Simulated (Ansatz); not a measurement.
# C4H6 (singlet): the correlation ladder, STO-3G

Aim: climb from Hartree-Fock through coupled cluster and multireference methods for C4H6 (singlet) at one geometry and basis, and see what each rung misses.

Program: Ansatz 0.2.0, Gaussian basis. Level of theory: STO-3G, core rule «outside noble gas», up to 4 orbitals frozen. These are calculated values, not measurements.

Plan: UHF; CCSD(T) on RHF; CCSD(T) on UHF; BCCD(T) on RHF; CISD; CCSDT(Q) on RHF; CCSDT(Q) on UHF; CISDTQ; CCSDTQ on RHF; CCSDTQ on UHF; CASSCF and MRCISD+Q, 8 electrons in 8 orbitals; CASSCF and NEVPT4(SD), 8 electrons in 8 orbitals; CASSCF and NEVPT2, 8 electrons in 8 orbitals.

18 further runs of the same task are left out: 1 that didn't finish, 17 set aside as unsound or not needed.

### 1 The geometry

The geometry is an MP2(full)/6-31G* stationary point (not a proven minimum).

10 atoms, charge 0, spin multiplicity 1.

Atoms are counted from 1 here; the program's logs count them from 0.

Bond lengths: C1–C2 1.342 Å, C1–H5 1.084 Å, C1–H6 1.086 Å, C2–C3 1.456 Å, C2–H7 1.090 Å, C3–C4 1.342 Å, C3–H8 1.090 Å, C4–H9 1.086 Å, C4–H10 1.084 Å. Angles: C2–C1–H5 121.8°, C2–C1–H6 121.4°, H5–C1–H6 116.8°, C1–C2–C3 123.7°, C1–C2–H7 119.6°, C3–C2–H7 116.7°, C2–C3–C4 123.7°, C2–C3–H8 116.7°, C4–C3–H8 119.6°, C3–C4–H9 121.4°, C3–C4–H10 121.8°, H9–C4–H10 116.8°.

### 2 UHF

Contents of in.yaml:

```yaml
crystal:
  periodic: [false, false, false]
  atoms:
    - {symbol: C, position_ang: [0.605711, 1.746550, 0.000000]}
    - {symbol: C, position_ang: [0.605711, 0.404083, 0.000000]}
    - {symbol: C, position_ang: [-0.605711, -0.404083, 0.000000]}
    - {symbol: C, position_ang: [-0.605711, -1.746550, 0.000000]}
    - {symbol: H, position_ang: [1.527617, 2.317443, 0.000000]}
    - {symbol: H, position_ang: [-0.321132, 2.313116, 0.000000]}
    - {symbol: H, position_ang: [1.553503, -0.133640, 0.000000]}
    - {symbol: H, position_ang: [-1.553503, 0.133640, 0.000000]}
    - {symbol: H, position_ang: [0.321132, -2.313116, 0.000000]}
    - {symbol: H, position_ang: [-1.527617, -2.317443, 0.000000]}
basis:
  gaussian: {orbitals: STO-3G}
magnetization: {spin_polarized: true, initial_magnetization: 0}
hamiltonian: {xc: hf}
output: {orbitals: {seedname: orbitals}}
```

Started as:

```bash
$ ansatz run in.yaml --threads 1 --pin off --events-out ev --progress --plain --max-ram 2560MiB --backend cpu
```

Further steps of the session: CCSD(T) on RHF; CCSD(T) on UHF; BCCD(T) on RHF; CISD; CCSDT(Q) on RHF; CCSDT(Q) on UHF; CISDTQ; CCSDTQ on RHF; CCSDTQ on UHF; CASSCF and MRCISD+Q, 8 electrons in 8 orbitals; CASSCF and NEVPT4(SD), 8 electrons in 8 orbitals; CASSCF and NEVPT2, 8 electrons in 8 orbitals.

Before running them: what should the planned runs give, taken together? Wanted: RCCSDTQ below the RHF energy; RMP2 from RCCSDTQ; UMP2 from RCCSDTQ; RCCSD from RCCSDTQ; RCCSD(T) from RCCSDTQ; UCCSD(T) from RCCSDTQ; RCCSDT(Q) from RCCSDTQ; UCCSDT(Q) from RCCSDTQ; NEVPT2 frontier from RCCSDTQ.

The runs gave:

| quantity | value |
| --- | --- |
| RCCSDTQ below the RHF energy | -8.4574 eV |
| RMP2 from RCCSDTQ | +44.53 kcal/mol |
| UMP2 from RCCSDTQ | +68.26 kcal/mol |
| RCCSD from RCCSDTQ | +2.56 kcal/mol |
| RCCSD(T) from RCCSDTQ | +0.75 kcal/mol |
| UCCSD(T) from RCCSDTQ | +2.39 kcal/mol |
| RCCSDT(Q) from RCCSDTQ | +0.01 kcal/mol |
| UCCSDT(Q) from RCCSDTQ | +0.06 kcal/mol |
| NEVPT2 frontier from RCCSDTQ | +31.21 kcal/mol |
| NEVPT4(SD) frontier from RCCSDTQ | +3.79 kcal/mol |
| MRCISD+Q frontier from RCCSDTQ | +0.25 kcal/mol |
| levels within 1 kcal/mol (43 meV) | RCCSD(T), BCCD(T), RCCSDT, UCCSDT, RCCSDT(Q), UCCSDT(Q), UCCSDTQ, MRCISD+Q frontier |
| T1 diagnostic | 0.002 |

RCCSD(T) lands +0.75 kcal/mol from the yardstick (0.4 % of the correlation energy). CCSD(T) misses by +0.75 kcal/mol on the restricted determinant and by +2.39 kcal/mol on the unrestricted one; the two need not hold the same state or core. Of the multireference levels listed MRCISD+Q frontier comes nearest in total energy (+0.25 kcal/mol), which doesn't show that its space is the better one. These misses are within one basis, not against nature.
